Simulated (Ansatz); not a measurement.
The same path of ClH3Si + H2O (8 atoms, charge 0, multiplicity 1) was run twice with different band settings. Lost on the way: Si1–Cl2, O6–H8. Made: Si1–O6, Cl2–H8.

The calculation used Ansatz, RKS LDA/def2-SVP.

Relaxed end points:

```xyz
8
Properties=species:S:1:pos:R:3
Si 0.214 0.037 -0.031
Cl 0.227 -0.145 2.056
H 1.682 0.044 -0.375
H -0.385 1.338 -0.455
H -0.386 -1.179 -0.670
O -2.406 0.047 0.702
H -2.632 -0.903 0.662
H -1.971 0.131 1.580
```

```xyz
8
Properties=species:S:1:pos:R:3
Si -0.343 -0.073 -0.411
Cl -0.394 0.790 2.878
H 0.867 -0.796 0.110
H -0.155 1.410 -0.397
H -0.649 -0.561 -1.803
O -1.708 -0.363 0.555
H -2.056 -1.275 0.566
H -1.219 0.239 1.969
```

Common settings: spring 5.0 eV/Å²; optimiser quadratic models (default); start path through a guess of the saddle point; force threshold 0.03 eV/Å; iteration limit 60; end points relaxed.

| run | movable images | climbing image |
| --- | --- | --- |
| 1 | 7 | yes |
| 2 | 4 | no |

(1) What does each run give, and how far can it be trusted?

## Answers

(1) Run 1: converged after 14 iterations, highest image 0.508 eV above the first end. A vibrational analysis at the climbing image gives one clearly imaginary mode, 238i cm⁻¹: a first-order saddle point.
Run 2: converged after 14 iterations, highest image 0.480 eV above the first end. No image climbed, so the highest image needn't sit at the top of the path.
The orbitals stay closed-shell, which can raise the energy where a bond breaks towards radicals; this wasn't checked here.
